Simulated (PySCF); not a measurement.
Excitations are Tamm–Dancoff values on a coarser integration grid. The basis has no diffuse functions, so Rydberg states are missing or too high.

**AlF3, SMILES `[F][Al]([F])[F]` (charge 0, multiplicity 1)**

Calculation: PBE-D3(BJ)/def2-TZVP // CAM-B3LYP-D3(BJ)/def2-TZVP (PySCF).

```
Quantity                                                                     Result
-------------------------------------------  --------------------------------------
HOMO                                                                       -9.62 eV
dipole moment                                                                0.00 D
HOMO–LUMO gap                                                               7.25 eV
LUMO                                                                       -2.38 eV
S1 excitation (TDA)                                                         7.33 eV
S1 oscillator strength                                                        0.000
brightest of the four lowest singlets (TDA)                                 8.10 eV
T1 excitation (TDA)                                                         7.13 eV
S1–T1 gap (TDA)                                                             0.20 eV
total energy                                                           -541.9134 Ha
cost                                         about 16 core-seconds (a rough figure)
```

```xyz
4

F     -0.9428    -1.3266    -0.0016
Al    -0.0001    -0.0001     0.0000
F      1.6202    -0.1531     0.0019
F     -0.6773     1.4798    -0.0003
```
